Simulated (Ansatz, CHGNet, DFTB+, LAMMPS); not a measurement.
Elastic constant C11 of fcc Cu: levels of theory against measurement

Reference value: 176 GPa (measured, 0 K, extrapolated to 0 K; zero-point effects included; as tabulated in Malica and Corso (2021), arXiv:2109.00459).

```tsv
level (code)	value (GPa)	cell (Å³/atom)
EAM Cu_zhou.eam.alloy (LAMMPS)	180	11.81
GFN1-xTB (DFTB+)	…	13.63
CHGNet 0.3.0 (CHGNet)	204	11.83
CHGNet-r²SCAN (CHGNet)	178	11.45
SNAP Cu_Zuo_JPCA2020.quadratic.snap (LAMMPS)	178	12.01
LDA (Ansatz)	…	10.89
PBE (Ansatz)	178	11.95
PBEsol (Ansatz)	211	11.31
r²SCAN (Ansatz)	202	11.44
HSE06 (Ansatz)	…	11.98
```

Q: What belongs in the gaps?

A: 
- GFN1-xTB (DFTB+), value (GPa): 87.4
- LDA (Ansatz, a program for electronic structure), value (GPa): 235
- HSE06 (Ansatz), value (GPa): 160

Differences against the reference: EAM Cu_zhou.eam.alloy +2.3 %, GFN1-xTB -50 %, CHGNet 0.3.0 +15.9 %, CHGNet-r²SCAN +1.1 %, SNAP Cu_Zuo_JPCA2020.quadratic.snap +1.1 %, LDA +34 %, PBE +1.1 %, PBEsol +19.9 %, r²SCAN +14.8 %, HSE06 -9.1 %.

Leaving aside EAM Cu_zhou.eam.alloy, SNAP Cu_Zuo_JPCA2020.quadratic.snap, which can be fitted to such values or carry a doubt: Nearest, and too close to rank with a margin of 3.3 % (twice that across the reference) picked here for doubts on the reference and the settings, and for temperature and zero-point motion: CHGNet-r²SCAN (+1.1 %), PBE (+1.1 %). GFN1-xTB (-50 %) lies farthest from it. Within 5 %: CHGNet-r²SCAN, PBE.

The reference has no zero-point or thermal correction, while the calculations are for a static lattice, so the differences are not the levels' errors alone.  GFN1-xTB: the method was fitted mainly to molecules. HSE06: hybrids on metals are sensitive to the k mesh. Each level is taken at its own relaxed cell. Cutoffs and k meshes differ between the levels. Ansatz's density-functional and Hartree–Fock values are scalar-relativistic unless marked +SOC, with PAW data made under PBE.

Empirical potentials (EAM Cu_zhou.eam.alloy) are fitted to chosen data, which need not cover the solid at hand: agreement can be built in, and what lay outside the fit can be far off. Machine-learned potentials (CHGNet 0.3.0, CHGNet-r²SCAN, SNAP Cu_Zuo_JPCA2020.quadratic.snap) are trained on DFT data, which may include these solids.

Differences are worked out from the printed values.
